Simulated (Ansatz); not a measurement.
# Low-lying states of MgO

Calculated in Ansatz's Gaussian-basis code. State-averaged CASSCF with equal weights; occupations are averaged over the states; levels count from the state that is lowest in CASSCF. No symmetry is imposed, so a solution can break that of the shape. The lowest solution met needn't be the lowest there is, nor hold the orbitals that a chemist would pick. The average may hold one member of a degenerate pair alone.

Geometry: bond length 1.7477 Å.

Basis cc-pVDZ, nonrelativistic, 6 orbitals frozen in the corrections; active space CAS(8,8). Averaged: 2 singlets.

Question: Give the levels in order.

Answer: 

```json
{"state": "singlet", "CASSCF (eV)": "0.000", "SC-NEVPT2 (eV)": "0.000"}
{"state": "singlet", "CASSCF (eV)": "0.393", "SC-NEVPT2 (eV)": "0.262"}
```

Occupations: 1.99, 1.97, 1.70, 1.48, 0.80, 0.03, 0.02, 0.02.
